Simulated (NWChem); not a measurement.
System: C2H6S anion, doublet; SMILES of the neutral closed-shell parent CCS

The following NWChem deck was run.

```
start job
memory heap 200 mb stack 900 mb global 1100 mb
charge -1
geometry units angstroms
  C     -1.529314     0.798775    -0.279470
  C     -0.630914    -0.405825    -0.480870
  S      0.979186    -0.218625     0.365430
  H     -2.490514     0.625875    -0.759170
  H     -1.080514     1.690575    -0.712470
  H     -1.695014     0.975375     0.780930
  H     -1.068714    -1.301625    -0.040270
  H     -0.433914    -0.589925    -1.536970
  H      1.359886     0.872275    -0.296970
end
basis spherical
  * library def2-svpd
end
dft
  odft
  mult 2
  xc b3lyp
  iterations 150
end
driver
  maxiter 120
end
task dft optimize
```

Not confirmed as a minimum by frequencies. The spin multiplicity was typed, not searched, and may not be the lowest. The highest occupied level is positive, so the extra electron may be held by the finite basis.

The level has its own optimisation.

**Question.** Give the results of this calculation. (B3LYP/def2-SVPD, spin-unrestricted.) Quantities: r C–C (Å); r C–S (Å); r H–S (Å).

**Answer.** 
| Property | Value |
|---|---|
| r C–C (Å) | 1.528 |
| r C–S (Å) | 1.842 |
| r H–S (Å) | 1.527 |
